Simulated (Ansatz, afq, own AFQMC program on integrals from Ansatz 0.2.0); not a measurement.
## Where AFQMC and coupled cluster stand for N2H3, quartet

```xyz
5

N    -1.0732   -0.0184   -0.0286
H    -1.3705    0.9495   -0.0286
H    -1.3705   -0.4207    0.8517
H    -0.0607   -0.0184   -0.0286
N     1.2748   -0.0184   -0.0286
```

Connectivity, by distances: NH3 ··· N.

Basis cc-pVTZ. Only valence electrons are correlated. Ansatz 0.2.0 and our own AFQMC program on the same integrals; the CISD trial comes from CCSD amplitudes, and released means the phaseless constraint is let go. Error bars are statistical, one sigma.

Determinant: UHF, the one that the program's search chose, which needn't be the lowest solution. The geometry is a point of a scan.

No full CI on the walks' own integrals is used here. The released AFQMC energy serves as the reference, which it does only where one determinant dominates, the energy is flat over the last release times and near the phaseless one (40 meV or 2 meV an electron, half that with transition metals). On small molecules, where full CI could be run and the noise was under 10 meV, such values lay within 10 meV of it in 19 cases of 20, a flattering rate, since the rule was set on those same cases; what remains of the bias isn't in the error bar.

Cautions: lower spins were not checked; the released value is read at 1.62 1/Eh, later times being too noisy (meV from the phaseless value at times in 1/Eh: -3 ± 4 at 0.24, -9 ± 6 at 0.51, -17 ± 6 at 0.99, -10 ± 8 at 1.62, -11 ± 12 at 2.40).

The T1 diagnostic is 0.0143. The weight of the determinant in the CISD state is 0.892. The ⟨S²⟩ of the determinant is 3.764 and the size of the correlated space is 13 electrons in 100 orbitals.

Reference: AFQMC with the constraint released, correlation energy -10.489 ± 0.008 eV.

```
        level  E − E(reference) (kJ/mol)  share of correlation (%)
           HF               1012.0 ± 0.8                      0.00
          MP2                106.9 ± 0.8                     89.44
         CCSD                 34.4 ± 0.8                     96.60
      CCSD(T)                  3.2 ± 0.8                     99.68
ph-AFQMC/CISD                  1.0 ± 0.9                     99.90
```

A walk keeps the symmetry of its determinant, which the program's search chose and which needn't be the lowest solution, so a lower state of the same spin and another symmetry isn't excluded. Released energies are given only where the last usable release times agree within the noise; a slower fall can still hide under it.
